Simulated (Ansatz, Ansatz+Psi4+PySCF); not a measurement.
```yaml
atoms:
  - { symbol: B, position_ang: [0.0000, 0.0000, -0.6627] }
  - { symbol: O, position_ang: [0.0000, 0.0000, 0.6627] }
```

Basis set: cc-pVTZ (spherical functions). Correlated methods keep 2 orbitals frozen. Correlation on ROHF uses semicanonical orbitals with singles. Charge 0, multiplicity 2.

Computed with Ansatz (development build ahead of 0.2.0); the reference of a correlated method needn't be the lowest determinant of its kind.

Q: Give the atomization energy at this shape (free ground-state atoms in the same class of orbitals less the molecule, no zero-point energy) of doublet BO by ROHF-CCSD(T), UHF-BCCD(T), UHF-CCSD(T).

A:

```json
{"method": "ROHF-CCSD(T)", "atomization energy": "7.71 eV"}
{"method": "UHF-BCCD(T)", "atomization energy": "7.71 eV"}
{"method": "UHF-CCSD(T)", "atomization energy": "7.69 eV"}
```

Caution: the reference determinant was not shown to be the lowest; the shape is not the minimum.
